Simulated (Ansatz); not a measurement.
Energy needed to pull apart Si₂NH₅, closed shell, into free ground-state atoms, from the structure below (displaced at random from a GFN2-xTB minimum); no zero-point or spin–orbit terms; open-shell atoms are treated unrestricted, in their ground-state multiplicity.

| atom | x (Å) | y (Å) | z (Å) |
| --- | --- | --- | --- |
| N1 | -0.6750 | -0.0964 | -0.5910 |
| Si2 | 0.0101 | 1.1316 | 0.0791 |
| Si3 | 0.4832 | -0.9771 | 0.3629 |
| H4 | -1.4648 | -0.3869 | -1.2350 |
| H5 | 0.7525 | 2.2155 | -0.7280 |
| H6 | -0.9006 | 2.0873 | 1.1898 |
| H7 | 1.4721 | -1.7808 | -0.3696 |
| H8 | -0.1116 | -1.9729 | 1.3956 |

Program: Ansatz 0.2.0. Basis: def2-TZVPP. Cores are frozen in the correlated methods.

```
   method  atomization energy (kcal/mol)
   PBE-D4                          564.9
  BLYP-D4                          560.2
r2SCAN-D4                          561.8
  PBE0-D4                          557.4
 HSE06-D4                          557.8
  wB97M-V                              ?
       HF                          388.0
      MP2                          542.0
     CCSD                              ?
  CCSD(T)                          542.1
```

Task: What does CCSD give? (Judge from chemistry; the value comes from the calculation.)

Result: By the calculation: 534.1 kcal/mol, which is about 8.0 kcal/mol less than CCSD(T)/def2-TZVPP.

Task: What does wB97M-V give? (Judge from chemistry; the value comes from the calculation.)

Result: Computed: 564.1 kcal/mol, which is about 22.1 kcal/mol more than CCSD(T)/def2-TZVPP.

In triple zeta the MP2 and coupled-cluster atomization energies are still short of their basis limit by a few kcal/mol a bond, whereas those of the functionals are nearly converged, so these differences are not deviations from converged CCSD(T).

No T1 diagnostic of these runs exceeds 0.013.

For scale, one of the runs: CCSD(T)/def2-TZVPP forces, 185 basis functions (an equivalent command: `ansatz run in.yaml --threads 4`). Time: 91 s of wall clock on 4 CPU threads; the host was shared. Peak host memory: 3.4 GiB.
